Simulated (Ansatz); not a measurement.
Ag–CH3, singlet: the ladder up to RCCSDT(Q)

Geometry: displaced at random from a stationary point.

```xyz
5

Ag   -0.2625    0.0033    0.0038
C     1.8228   -0.0280   -0.0191
H     2.1974   -1.0074   -0.0584
H     2.1110    0.4885    0.8611
H     2.0584    0.4960   -0.9852
```

Basis def2-SVP with its core potentials; Ansatz 0.2.0. Only valence electrons are correlated (noble-gas cores frozen), which leaves 18 electrons in 55 orbitals. R marks a restricted (for open shells ROHF) determinant. Active spaces: frontier = (8e, 8o) about the gap. No spin–orbit coupling is included; scalar relativity enters through the core potentials alone. The metal's outer-core shells are frozen, which leaves out core–valence correlation.

Full CI isn't at hand for all of this; RCCSDT(Q) serves as the reference, and is uncertain by about the last step of the cluster series.

The UHF ⟨S²⟩ is 0.000. The T1 diagnostic (RCCSD) is 0.0221 and the largest doubles amplitude (RCCSD) is 0.060.

| level | E − E(RHF) (eV) |
| --- | --- |
| RMP2 | -11.2165 |
| RCCSD | -11.3770 |
| RCCSD(T) | -11.7328 |

**Question.** Estimate how far RCCSDT(Q) in def2-SVP lies from RCCSD(T). The table doesn't fix it; the size of (T) and the diagnostics are the guide.

**Answer.** RCCSDT(Q) in def2-SVP lies 1.0 kJ/mol below RCCSD(T), which is 3 % of the (T) step (-34.3 kJ/mol). T1 is raised, but (T) still catches most of what CCSD lacks.

The other levels:

| level | E − E(RCCSDT(Q)) (kJ/mol) | share of correlation (%) | wall time |
| --- | --- | --- | --- |
| CISD | 139.9 | 87.65 | 22 s |
| RCCSDT | 1.2 | 99.90 | – |
| CASSCF (frontier space) | 899.4 | 20.63 | – |
| NEVPT2 (frontier space) | 61.0 | 94.61 | 14 s |

The correlation energy at RCCSDT(Q), counted from RHF, is -11.744 eV. That run took 7.5 min on 1 thread of AMD EPYC, shared host.

Times hold each run's SCF and search for its determinant on a shared host, so for small cases they say little of a method's own cost; they ran on 1 thread of AMD EPYC.
